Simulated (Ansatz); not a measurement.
Input file:

```yaml
crystal:
  periodic: [false, false, false]
  atoms:
    - {symbol: Ge, position_ang: [0.003718, 0.006871, 0.000025]}
    - {symbol: H, position_ang: [1.689623, 0.053358, -0.006475]}
    - {symbol: H, position_ang: [-0.879460, 1.443650, 0.011925]}
    - {symbol: H, position_ang: [-1.078129, -1.992150, -0.007253]}
basis:
  gaussian: {orbitals: "6-31G*"}
total_charge: -1
magnetization: {spin_polarized: false, initial_magnetization: 2}
correlation: {method: sc_nevpt2, electrons: outside_noble_gas, active_space: {window: {electrons: 2, orbitals: 3}}}
output: {forces: true}
```

```sh
$ ansatz run in.yaml --threads 1 --pin off --events-out ev --progress --plain --max-ram 2393MiB
```

Output:

```
406 factors; integrals over basis functions are off by at most 5.2e-4 eV
mean field evaluation 1: about -56508.0710 eV, gradient 1.2e1 eV
mean field evaluation 2: about -56508.0818 eV, gradient 1.2e1 eV
mean field evaluation 4: about -56509.0580 eV, gradient 1.5e0 eV
mean field evaluation 8: about -56509.1182 eV, gradient 4.9e-1 eV
mean field evaluation 16: about -56509.1380 eV, gradient 2.0e-6 eV
mean field -56509.13800228 eV, -2076.6725183143 hartree, gradient 2.0e-6 eV, S^2 2.000000; 0 other end points of the search recorded, 0 dependent functions left out
reference -56509.13800228 eV, -2076.6725183143 hartree; 19, 17 occupied and 22, 24 virtual orbitals, 406 factors
state -56509.13800228 eV, -2076.6725183143 hartree
state -56509.13800228 eV, -2076.6725183143 hartree; corrected -56511.44895319 eV, -2076.7574441938 hartree
WARN: 1 active orbitals are nearly empty or full. The corrections depend on them more than the energy does, and are more stable in an active space without them
the calculation of the forces begins
Error: an active orbital is full or empty, and SC-NEVPT2 has no forces then: leave it out of the active space
```

The run gave no result to rely on (stopped by an error).

Ran on 1 thread of Arm Neoverse V2, shared host: 1.5 s wall, 0.08 GiB peak host memory.
